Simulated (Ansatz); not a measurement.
From input file to script: B2H4S, SMILES BSB in Ansatz 0.2.0.

```yaml
crystal:
  periodic: [false, false, false]
  atoms:
    - { symbol: B, position_ang: [-1.2223, -0.1735, -0.4721] }
    - { symbol: S, position_ang: [-0.4039, -0.7185, 1.0769] }
    - { symbol: B, position_ang: [1.1956, 0.0687, 0.5379] }
    - { symbol: H, position_ang: [-1.2077, -0.802, -1.4503] }
    - { symbol: H, position_ang: [-1.8079, 0.9151, -0.5177] }
    - { symbol: H, position_ang: [1.4762, 1.1954, 0.8605] }
    - { symbol: H, position_ang: [2.0313, -0.5532, -0.0809] }
basis:
  gaussian:
    orbitals: "6-31G*"
correlation:
  method: sc_nevpt2
  active_space:
    window:
      electrons: 6
      orbitals: 7
```

`b2h4s.py`:
```python
"""Static correlation in B2H4S: natural occupations of an active space."""

import ansatz as az

GEOMETRY = """
B    -1.22230   -0.17350   -0.47210
S    -0.40390   -0.71850    1.07690
B     1.19560    0.06870    0.53790
H    -1.20770   -0.80200   -1.45030
H    -1.80790    0.91510   -0.51770
H     1.47620    1.19540    0.86050
H     2.03130   -0.55320   -0.08090
"""

geometry = az.Crystal.molecule()
for line in GEOMETRY.strip().splitlines():
    symbol, *xyz = line.split()
    geometry = geometry.atom(symbol, [float(v) for v in xyz])

calc = (
    geometry.calculation()
    .basis(gaussian="6-31G*")
    .correlation(active_electrons=6, active_orbitals=7)
)
for method in ["sc_nevpt2"]:
    report = (calc if method is None else calc.correlation(method)).run(threads=1).report
    space = report["configurations"]
    state = space["states"][0]
    print(method or "casscf", f"total {report['free_energy_ev'] / 27.211386246:.6f} Ha, active-space state {state['energy']['hartree']:.6f} Ha, mean field {report['reference_energy_ev'] / 27.211386246:.6f} Ha")
    print("  determinants", state["n_determinants"], " natural occupations", [round(n, 3) for n in space["natural_occupations"]])
print("effectively unpaired electrons, sum of min(n, 2 - n):", round(sum(min(n, 2 - n) for n in space["natural_occupations"]), 3))
```

Running `python b2h4s.py` prints:
```text
RunWarning: the results are in doubt because another end's mean lies 0.213 eV lower, and its corrected mean 0.110 eV higher
sc_nevpt2 total -449.454415 Ha, active-space state -449.240623 Ha, mean field -449.183548 Ha
  determinants 1225  natural occupations [1.981, 1.971, 1.966, 0.03, 0.022, 0.019, 0.011]
effectively unpaired electrons, sum of min(n, 2 - n): 0.164
```
(Warnings from the package without file and line.)

Total energies depend on the basis set; only differences at equal settings carry meaning. The geometry is a force-field or estimated start, not a minimum of this method, and the basis set is short of its limit. The active space starts as a window about the frontier orbitals and is then optimised, not chosen by chemistry. A lower CASSCF solution was found and passed over, so the printed active-space state isn't the lowest. Wall time of the script: 9.8 s on 1 thread of Arm Neoverse V1, with other jobs on the host, peak memory 0.18 GiB.

(Lines on the test bed's own set-up are left out of the output.)
